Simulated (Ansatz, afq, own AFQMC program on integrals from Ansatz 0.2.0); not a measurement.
## Atomization energy of CH$_{6}$ClFGeSi, singlet, worked out

```xyz
11

C    -0.8062   -1.2675    0.9755
Si    0.5463   -0.5447   -0.0719
F     1.9452   -0.6509    0.7552
Cl    0.7733   -1.7023   -1.7752
Ge    0.2656    1.7165   -0.7454
H    -0.9137   -0.6998    1.9129
H    -0.5723   -2.3142    1.2247
H    -1.7667   -1.2448    0.4388
H     0.1464    2.6370    0.4838
H     1.4662    2.1638   -1.5942
H    -1.0188    1.8499   -1.5835
```

Basis def2-SVP. Only valence electrons are correlated. AFQMC by an in-house program on the Cholesky factors that Ansatz 0.2.0 writes for its CCSD(T) run. ph-AFQMC/CISD is guided by a CISD state made of CCSD amplitudes; releasing the constraint for a short imaginary time cuts its bias at the price of noise, slowly where states lie close. Error bars are statistical, one sigma. No spin–orbit coupling.

Total energies in eV. CBS is CCSD(T) at the limit of def2-TZVPP/QZVPP (extrapolated itself); the highest rung of each member is named.

Cautions: inner d shell frozen; no relativity below Rb; no spin-orbit coupling; CH₆ClFGeSi (singlet): the released value is read at 0.63 1/Eh with a noise of 16 meV, more than in the cases checked, later times being too noisy (meV from the phaseless value at times in 1/Eh: -6 ± 13 at 0.21, 0 ± 11 at 0.42, -3 ± 16 at 0.63, -10 ± 25 at 0.90).

```csv
member,count,CCSD(T)/def2-SVP,highest rung in def2-SVP,which,CCSD(T)/CBS
C (triplet),+1,-1026.2885,-1026.2976,FCI,-1028.3149
Si (triplet),+1,-7859.0718,-7859.0829,FCI,-7862.5000
F (doublet),+1,-2705.7565,-2705.7621,FCI,-2712.1062
Cl (doublet),+1,-12502.1624,-12502.1710,FCI,-12509.3582
Ge (triplet),+1,-56466.7777,-56466.7864,FCI,-56475.5964
H (doublet),+6,-13.5861,-13.5861,FCI,-13.6059
"CH₆ClFGeSi, singlet",-1,-80677.5595,-80677.6372 ± 0.0158,released AFQMC,-80708.1880
```

Q: Work out the best estimate of the atomization energy: the CCSD(T)/CBS difference plus the step from CCSD(T) to the highest rung.

A: Sums with the counts: CCSD(T)/CBS 38.6769 eV, highest rung 36.0206 eV, CCSD(T)/def2-SVP 35.9860 eV. The step is 36.0206 − 35.9860 = 0.0346 eV, so the best estimate is 38.6769 + (0.0346) = 38.7115 eV = 3735.1 kJ/mol, with sampling noise 0.016 eV. The basis set is worth 2.691 eV of it. Zero-point, core-correlation and spin–orbit terms aren't in it. Past Ne the Hartree–Fock part of each CBS total tends to overshoot, since the cores don't follow the formula; that largely cancels in the difference.

Best estimates are given only where the step beyond CCSD(T) is under 0.3 eV and no member's determinant is very poor (T1 over 0.05, or 0.07 for open shells, ⟨S²⟩ too high by 0.3, two states mixed), so the hardest cases are missing from such tables.

Each member of a difference takes its own highest rung, so a best estimate needn't equal the limit plus the step of one row. Released energies are given only where the last usable release times agree within the noise; a slower fall can still hide under it.
